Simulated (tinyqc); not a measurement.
Extended Hueckel theory, for H2S, step by step. Computed by tinyqc, a small Python program that keeps every step (integrals from PySCF). Settings: charge = 0, K = 1.75, multiplicity = 1. Command: `OMP_NUM_THREADS=1 python tinyqc.py 27555 27556 out.jsonl` (the two numbers bound the seeds that draw the settings). One thread of a shared host (Intel(R) Xeon(R) Processor @ 2.60GHz), about 0.01 s of CPU time with the checks.

## Overlaps

Geometry (angstrom):
```
atom,x,y,z
S,0.000000,0.000000,0.000000
H,0.000000,0.951000,0.810000
H,0.000000,-0.951000,0.810000
```

Parameters chosen for this run:
```
element,shell,Slater exponent,H_ii (eV)
H,1s,1.300000,-13.600000
S,3s,2.122000,-20.000000
S,3p,1.827000,-13.300000
```

Slater orbitals, each expanded in six Gaussians scaled to its exponent.

overlap S, lower triangle:
```
,1S 3s,1S 3px,1S 3py,1S 3pz,2H 1s,3H 1s
1S 3s,1.000000
1S 3px,0.000000,1.000000
1S 3py,0.000000,0.000000,1.000000
1S 3pz,0.000000,0.000000,0.000000,1.000000
2H 1s,0.418811,0.000000,0.392580,0.334374,1.000000
3H 1s,0.418811,0.000000,-0.392580,0.334374,0.121054,1.000000
```

## Wolfsberg-Helmholz matrix

diagonal H_ii (eV): 1S 3s -20.000000, 1S 3px -13.300000, 1S 3py -13.300000, 1S 3pz -13.300000, 2H 1s -13.600000, 3H 1s -13.600000

K = 1.750000

H_ij = K' S_ij (H_ii + H_jj)/2 for i != j (the diagonal keeps H_ii), with K' = 1.75.

H (eV), lower triangle:
```
,1S 3s,1S 3px,1S 3py,1S 3pz,2H 1s,3H 1s
1S 3s,-20.000000
1S 3px,0.000000,-13.300000
1S 3py,0.000000,0.000000,-13.300000
1S 3pz,0.000000,0.000000,0.000000,-13.300000
2H 1s,-12.313056,0.000000,-9.240353,-7.870332,-13.600000
3H 1s,-12.313056,0.000000,9.240353,-7.870332,-2.881075,-13.600000
```

## Orbitals

valence electrons = 8

Solve H C = S C e through S^(-1/2); fill by pairs from the bottom, a degenerate level sharing its electrons equally; each orbital has its largest coefficient positive (the first on a tie).

orbital energies (eV): -22.186946  -16.784587  -14.576093  -13.300000  2.944593  12.029443

occupations: 2.000000  2.000000  2.000000  2.000000  0.000000  0.000000

coefficients:
```
,MO1,MO2,MO3,MO4,MO5,MO6
1S 3s,0.721817,0.000000,-0.404790,0.000000,0.000000,0.978202
1S 3px,0.000000,0.000000,0.000000,1.000000,0.000000,0.000000
1S 3py,0.000000,0.598545,0.000000,0.000000,1.087125,0.000000
1S 3pz,0.026553,0.000000,0.830400,0.000000,0.000000,0.847821
2H 1s,0.261275,0.393368,0.176820,0.000000,-0.849333,-0.902860
3H 1s,0.261275,-0.393368,0.176820,0.000000,0.849333,-0.902860
```

sum of one-electron energies = -133.695253 eV

## Mulliken analysis

P = C n C^T; charge = valence electrons (H 1, S 6) minus the sum of (P S)_ii on the atom; overlap population = 2 sum P_ij S_ij between two atoms.

charges: 1S -0.238231, 2H 0.119116, 3H 0.119116

Overlap populations:
```
pair,value
2-1,0.771429
3-1,0.771429
3-2,-0.026733
```
